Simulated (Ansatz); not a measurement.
in.yaml

```yaml
crystal:
  periodic: [false, false, false]
  atoms:
    - {symbol: Si, position_ang: [0.000000, 0.000000, 0.000000]}
    - {symbol: Mg, position_ang: [0.000000, 0.000000, 3.452000]}
basis:
  gaussian: {orbitals: cc-pVDZ}
correlation: {method: fci, electrons: outside_noble_gas}
```

```sh
$ ansatz run in.yaml --threads 1 --pin off --events-out ev --progress --plain --max-ram 2393MiB
```

(1) Roughly how long does this take on 1 thread of Arm Neoverse V2, shared host, and how much host memory?

```
651 factors; integrals over basis functions are off by at most 9.4e-8 eV
mean field evaluation 1: about -13289.9504 eV, gradient 3.4e0 eV
mean field evaluation 2: about -13289.9524 eV, gradient 3.4e0 eV
mean field evaluation 4: about -13290.0707 eV, gradient 2.7e-1 eV
mean field evaluation 8: about -13290.0724 eV, gradient 5.3e-4 eV
mean field evaluation 16: about -13283.2330 eV, gradient 5.7e-4 eV
mean field evaluation 32: about -13289.7481 eV, gradient 7.0e-5 eV
mean field evaluation 64: about -13283.5331 eV, gradient 2.4e0 eV
mean field evaluation 96: about -13289.7498 eV, gradient 4.5e-2 eV
mean field evaluation 128: about -13290.0724 eV, gradient 1.9e-6 eV
mean field -13290.07238651 eV, -488.4011518695 hartree, gradient 2.3e-6 eV, S^2 0.000000; 13 other end points of the search recorded, 0 dependent functions left out; unrestricted orbitals would lower it
determinant -13290.07238651 eV, -488.4011518695 hartree, with singles and doubles -13293.33870540 eV, -488.5211868748 hartree
determinant -13289.74810885 eV, -488.3892348855 hartree, with singles and doubles -13293.01995896 eV, -488.5094731592 hartree
determinant -13290.07238651 eV, -488.4011518695 hartree, with singles and doubles -13293.35382382 eV, -488.5217424667 hartree
determinant -13289.74810885 eV, -488.3892348855 hartree, with singles and doubles -13293.04449144 eV, -488.5103747111 hartree
unrestricted determinant -13291.39634942 eV, -488.4498066090 hartree, S^2 1.2250
10 core orbitals not correlated: weight in the atoms' cores, before any rotation towards them, 1.000 or more for the frozen orbitals, at most 0.000 for the correlated occupied ones
reference -13290.07238651 eV, -488.4011518695 hartree; 3, 3 occupied and 23, 23 virtual orbitals, 651 factors
state -13293.63605522 eV, -488.5321142791 hartree
Total energy: -13293.63605522 eV, -488.5321142791 hartree
```

## Answers

(1) 18 s wall and 0.24 GiB.
